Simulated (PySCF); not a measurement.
A geometry optimisation on `[H]/N=C\C1CC1`.

Computed with PBE0-D3(BJ)/def2-SVP geometry optimisation, gas phase (PySCF 2.14.0). Start geometry: GFN2-xTB. The input is one job of a driver script: a line of settings, then coordinates in Å.

Input:
```
{"job": {"xc": "PBE0", "basis": "def2-SVP", "d3": "d3bj", "grid": 1, "kind": "geom"}, "charge": 0, "multiplicity": 1}
N      2.315129     0.276405    -0.053541
C      1.181285     0.809856    -0.083862
C     -0.100485     0.186828    -0.520657
C     -0.623954    -1.018997     0.202820
C     -1.323471     0.301657     0.335134
H      2.335205    -0.697368    -0.359562
H      1.128802     1.847937     0.239076
H     -0.234152     0.218719    -1.597492
H     -0.060781    -1.380628     1.050873
H     -1.099718    -1.802491    -0.367789
H     -1.234227     0.829342     1.273388
H     -2.282434     0.428056    -0.144415
```

Task: Estimate the output.

Result: 
```
step   0  E = -210.93344550  max force = 0.024156
step   1  E = -210.93590903  max force = 0.002164
step   2  E = -210.93605732  max force = 0.002960
step   3  E = -210.93679257  max force = 0.007725
step   4  E = -210.93755548  max force = 0.015974
step   5  E = -210.93827912  max force = 0.008931
step   6  E = -210.93874371  max force = 0.001716
step   7  E = -210.93884072  max force = 0.001079
step   8  E = -210.93889759  max force = 0.001091
step   9  E = -210.93892117  max force = 0.000923
step  10  E = -210.93892071  max force = 0.001208
step  11  E = -210.93893181  max force = 0.001027
step  12  E = -210.93895278  max force = 0.000612
step  13  E = -210.93897054  max force = 0.000204
step  14  E = -210.93898709  max force = 0.000194
step  15  E = -210.93898908  max force = 0.000156
optimisation converged
```

Energies in Eh; «max force» is the largest Cartesian gradient component in Eh/bohr.

Task: How much energy does the optimisation release, in kJ/mol?

Result: E(step 0) − E(last step) = 0.005544 Eh, which is 14.6 kJ/mol.

Task: Give the first gradient maximum in eV/Å.

Result: With 1 Eh/bohr = 51.422 eV/Å, 1.242 eV/Å.

Summary of the converged run: final energy -210.93899 Eh after 15 steps; dipole 2.70 D.

Task: Give the final coordinates.

Result: 0.813 Å rms from the input after alignment:
```
atom  x, y, z in Å
N1     2.0183    0.5174    0.4974
C2     1.1947    0.7920   -0.4279
C3    -0.1829    0.2649   -0.6296
C4    -0.5673   -1.0884   -0.0884
C5    -1.1075    0.1345    0.5614
H6     1.6235   -0.1737    1.1483
H7     1.5242    1.5252   -1.1845
H8    -0.6476    0.5670   -1.5719
H9     0.2134   -1.6526    0.4320
H10   -1.2362   -1.7030   -0.6956
H11   -0.6936    0.4319    1.5299
H12   -2.1606    0.3892    0.4194
```

Task: Estimate the wall time. Hardware: Arm Neoverse V2, one thread, no GPU (shared host).

Result: About 52 s.
Labels such as C1 count atoms from 1, the log's own numbers from 0.
